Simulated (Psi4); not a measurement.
# [BH3]− (SMILES [BH3-]): U-wB97-D4/jun-cc-pVTZ (sfX2C)

Aim: the electrostatic solvation energy at fixed shape (IEF-PCM, carbon tetrachloride) of [BH3]− at U-wB97-D4/jun-cc-pVTZ (sfX2C), from 2 runs. 

Program for the calculation: Psi4 1.11.

3 further runs of the same task are left out: 1 that didn't finish, 2 set aside as unsound or not needed.

## Step 1: Starting point

The species is [BH3]− (4 atoms), meant as a doublet with charge -1. As SMILES, `[BH3-]`. The coordinates come from a GFN2-xTB relaxation.

Bond lengths: B1–H2 1.254 Å, B1–H3 1.254 Å, B1–H4 1.254 Å. Angles: H2–B1–H3 111.5°, H2–B1–H4 111.5°, H3–B1–H4 111.5°.

## Step 2: The energy at U-wB97-D4/jun-cc-pVTZ (sfX2C)

File bh3.xyz:

```xyz
4
BH3
B      0.150430    -0.037330    -0.233800
H      0.917080     0.452560     0.628490
H     -0.279230    -1.161080     0.118390
H     -0.788270     0.745860    -0.513080
```

File bh3.py:

```python
import psi4

psi4.set_memory('1600 MB')
psi4.set_num_threads(1)
psi4.core.set_output_file('run.log', False)

with open('bh3.xyz') as f:
    atoms = ''.join(f.readlines()[2:])
m = psi4.geometry('-1 2\n' + atoms + 'symmetry c1\nno_reorient\nno_com')

psi4.set_options(dict(reference='uks', scf_type='pk', relativistic='x2c'))

result = psi4.energy('wb97-d4/jun-cc-pVTZ')
print(f'wb97-d4/jun-cc-pVTZ energy: {result:.10f} Eh')
```

Started as:

```console
$ python bh3.py
```

run.log:

```text
[...]
  Running in c1 symmetry.
[...]
  Nuclear repulsion =    7.097351203864816
[...]
  Multiplicity = 2
[...]
  Nalpha       = 5
  Nbeta        = 4
[...]
    Number of basis functions: 81
[...]
    WARNING: The X2C and Dirac Hamiltonians have substatially different eigenvalues!
             This is probably caused by the recontraction of the basis set.
[...]
   @UKS iter   1:   -26.49782604074014   -6.14878e-01   4.22697e-03 ADIIS/DIIS
[...]
   @UKS iter   9:   -26.59382245791731   -6.12595e-08   3.15652e-07 DIIS
[...]
   @S^2 Observed:                7.523299465E-01
[...]
    Orbital Energies [Eh]
    ---------------------
    Alpha Occupied:
       1A     -6.488726     2A     -0.401528     3A     -0.196708
       4A     -0.196574     5A     -0.021499
    Alpha Virtual:
       6A      0.182537     7A      0.182545     8A      0.191471
       9A      0.213879    10A      0.326213    11A      0.326227
      12A      0.346961    13A      0.355399    14A      0.355404
      15A      0.462939    16A      0.476255    17A      0.476304
      18A      0.535998    19A      0.536060    20A      0.551882
      21A      0.674686    22A      0.771187    23A      0.779247
      24A      0.779361    25A      0.817717    26A      0.817757
[...]
  @UKS Final Energy:   -26.59382245791731
   => Energetics <=
    Nuclear Repulsion Energy =              7.0973512038648163
    One-Electron Energy =                 -50.5793910694602715
    Two-Electron Energy =                  20.4914284116834295
    DFT Exchange-Correlation Energy =      -3.6031584080144929
    Empirical Dispersion Energy =          -0.0000525959907946
    VV10 Nonlocal Energy =                  0.0000000000000000
    Total Energy =                        -26.5938224579173124
[...]
 Multipole Moments:
 ------------------------------------------------------------------------------------
     Multipole            Electronic (a.u.)      Nuclear  (a.u.)        Total (a.u.)
 ------------------------------------------------------------------------------------
 L = 1.  Multiply by 2.5417464519 to convert [e a0] to [Debye]
 Dipole X            :         -1.5385108            1.1371049           -0.4014059
 Dipole Y            :          0.3818934           -0.2821550            0.0997384
 Dipole Z            :          2.3927842           -1.7672719            0.6255123
 Magnitude           :                                                    0.7498934
[...]
```

The script printed:

```text
wb97-d4/jun-cc-pVTZ energy: -26.5938224579 Eh
```

Wall time 7.8 s (1 thread of Intel Xeon Platinum 8488C (Sapphire Rapids), shared host); peak memory 0.56 GiB.

## Step 3: A single-point energy at U-wB97-D4/jun-cc-pVTZ (sfX2C, IEF-PCM carbon tetrachloride)

File bh3.in:

```
memory 1600 MB

molecule geom {
  -1 2
  B      0.150430    -0.037330    -0.233800
  H      0.917080     0.452560     0.628490
  H     -0.279230    -1.161080     0.118390
  H     -0.788270     0.745860    -0.513080
  units angstrom
  symmetry c1
  no_reorient
  no_com
}

set globals {
  reference uks
  scf_type pk
  d_convergence 1e-10
  maxiter 50
  relativistic x2c
  pcm true
}

pcm = {
  Units = Angstrom
  Medium {
    SolverType = IEFPCM
    Solvent = CCl4
  }
  Cavity {
    Type = GePol
    RadiiSet = UFF
    Scaling = False
    Area = 0.5
    Mode = Implicit
  }
}

E, wfn = energy('wb97-d4/jun-cc-pVTZ', return_wfn=True)
```

Started as:

```console
$ psi4 -i bh3.in -o bh3.out -n 1
```

bh3.out:

```text
[...]
  Running in c1 symmetry.
[...]
  Nuclear repulsion =    7.097351203864816
[...]
  Multiplicity = 2
[...]
  Nalpha       = 5
  Nbeta        = 4
[...]
    Number of basis functions: 81
[...]
    WARNING: The X2C and Dirac Hamiltonians have substatially different eigenvalues!
             This is probably caused by the recontraction of the basis set.
[...]
   @UKS iter   1:   -26.56371678619601   -6.79842e-01   4.13780e-03 DIIS/ADIIS
[...]
   @UKS iter  15:   -26.65040451515918   -2.48690e-14   3.02047e-11 DIIS
[...]
   @S^2 Observed:                7.525687679E-01
[...]
    Orbital Energies [Eh]
    ---------------------
    Alpha Occupied:
       1A     -6.588972     2A     -0.510988     3A     -0.305124
       4A     -0.304987     5A     -0.138457
    Alpha Virtual:
       6A      0.119093     7A      0.119104     8A      0.123249
       9A      0.136897    10A      0.238876    11A      0.238925
      12A      0.255803    13A      0.263438    14A      0.263463
      15A      0.367077    16A      0.378312    17A      0.378344
      18A      0.436278    19A      0.436355    20A      0.449281
      21A      0.568020    22A      0.666983    23A      0.677054
      24A      0.677176    25A      0.709513    26A      0.709549
[...]
  @UKS Final Energy:   -26.65040451515918
   => Energetics <=
    Nuclear Repulsion Energy =              7.0973512038648163
    One-Electron Energy =                 -50.7176509995439773
    Two-Electron Energy =                  20.6451384916916503
    DFT Exchange-Correlation Energy =      -3.6170137356323262
    Empirical Dispersion Energy =          -0.0000525959907946
    VV10 Nonlocal Energy =                  0.0000000000000000
    PCM Polarization Energy =              -0.0581768795485500
    Total Energy =                        -26.6504045151591811
[...]
 Multipole Moments:
 ------------------------------------------------------------------------------------
     Multipole            Electronic (a.u.)      Nuclear  (a.u.)        Total (a.u.)
 ------------------------------------------------------------------------------------
 L = 1.  Multiply by 2.5417464519 to convert [e a0] to [Debye]
 Dipole X            :         -1.4874858            1.1371049           -0.3503809
 Dipole Y            :          0.3688428           -0.2821550            0.0866878
 Dipole Z            :          2.3128434           -1.7672719            0.5455715
 Magnitude           :                                                    0.6541635
[...]
```

Run time: 11 s. Hardware: 1 thread of Intel Xeon Platinum 8488C (Sapphire Rapids), shared host; peak memory 0.58 GiB.

## Step 4: Results

Level: U-wB97-D4/jun-cc-pVTZ (sfX2C).

| quantity | value |
| --- | --- |
| gas phase: total energy | -26.59382 Eh |
| gas phase: HOMO energy (highest over α and β) | -0.59 eV |
| gas phase: LUMO energy (lowest over α and β) | 4.97 eV |
| gas phase: dispersion energy | -0.14 kJ/mol |
| gas phase: ⟨S²⟩ | 0.752 |
| IEF-PCM, carbon tetrachloride: total energy | -26.65040 Eh |
| IEF-PCM, carbon tetrachloride: HOMO energy (highest over α and β) | -3.77 eV |
| IEF-PCM, carbon tetrachloride: LUMO energy (lowest over α and β) | 3.24 eV |
| IEF-PCM, carbon tetrachloride: dispersion energy | -0.14 kJ/mol |
| IEF-PCM, carbon tetrachloride: solvent term in the energy | -152.7 kJ/mol |
| IEF-PCM, carbon tetrachloride: ⟨S²⟩ | 0.753 |
| energy change from gas to solvent at fixed shape | -1.540 eV |

**Reading.** The solvent model (IEF-PCM, carbon tetrachloride) lowers the energy by 1.54 eV (−36 kcal/mol) at the same shape. It holds the electrostatic part alone, without cavity or dispersion terms.
